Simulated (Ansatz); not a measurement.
## Cuprite Ag2O

Method: RPBE in Ansatz (plane waves, PAW).

Run with plane-wave cutoff 520 eV, 8×8×8 k mesh, Fermi–Dirac smearing 0.01 eV, no spin polarisation, scalar-relativistic PAW data made under PBE.

Cell: measured lattice: a = 4.745 Å, b = 4.745 Å, c = 4.745 Å, α = 90.00°, β = 90.00°, γ = 90.00°.

```
Quantity    Value
--------  -------
band gap  0.04 eV
```

Measured, for comparison: band gap 1.2 eV (temperature not stated, no zero-point or thermal correction, photoconductivity; as tabulated in He and Franchini (2017), arXiv:1706.08159).

Note: cell and atoms aren't relaxed at this level (pressure 7.0 GPa).

Spin–orbit coupling is not included; it can close the smallest gap of 0.04 eV.

Ansatz is a quantum-chemistry and plane-wave program.
